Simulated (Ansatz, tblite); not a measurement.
How well does each level of theory give the bulk modulus of zinc-blende CuCl?

Reference value: 38.1 GPa (measured, temperature not stated, not corrected to a static lattice; as tabulated in Gopakumar et al. (2017), arXiv:1612.07068).

Task: What do IPEA1-xTB, LDA, PBE, revPBE, RPBE, PBE-D3(BJ), PBE-D4, B3LYP (VWN-RPA form), HSE06, HSE06-D3(BJ), PBE0, Hartree–Fock give, and how far is each from the reference?

Result: 
```
level (code)                   value (GPa)  cell (Å³/atom)  difference (%)
-----------------------------  -----------  --------------  --------------
IPEA1-xTB (tblite)                    70.9           22.09             +86
LDA (Ansatz)                          74.4           17.65             +95
PBE (Ansatz)                          48.7           19.95             +28
revPBE (Ansatz)                       40.2           20.90            +5.5
RPBE (Ansatz)                         37.5           21.29            -1.6
PBE-D3(BJ) (Ansatz)                   57.1           18.99             +50
PBE-D4 (Ansatz)                       57.0           19.03             +50
B3LYP (VWN-RPA form) (Ansatz)         40.6           21.34            +6.6
HSE06 (Ansatz)                        46.0           20.22             +21
HSE06-D3(BJ) (Ansatz)                 54.6           19.16             +43
PBE0 (Ansatz)                         46.6           20.15             +22
Hartree–Fock (Ansatz)                 25.0           25.34             -34
```

Leaving aside IPEA1-xTB (doubt noted below): The reference's temperature isn't stated, so close values are not ranked against it. Off by more than 20 %, or 28 % on the side where a correction would as a rule narrow the miss (bounds picked here): LDA (+95 %), PBE-D3(BJ) (+50 %), PBE-D4 (+50 %), HSE06-D3(BJ) (+43 %), Hartree–Fock (-34 %).

The reference isn't brought to a static lattice, while the calculations are for one, so the differences are not the levels' errors alone. A static lattice is as a rule stiffer than a warm one, by over a tenth in soft solids.  IPEA1-xTB: this parameter set was refitted to ionisation energies, not structures. IPEA1-xTB: the run uses a supercell at the zone centre in place of a k mesh. Hartree–Fock: the cell is over a tenth larger than the published one: the level's own overestimate first of all, though another phase or state, or a fault of the published cell, is possible. Each level is taken at its own relaxed cell. Cutoffs and k meshes differ between the levels. Ansatz's density-functional and Hartree–Fock values are scalar-relativistic unless marked +SOC, with PAW data made under PBE.

Differences are worked out from the printed values.

Ansatz is a program for electronic structure.
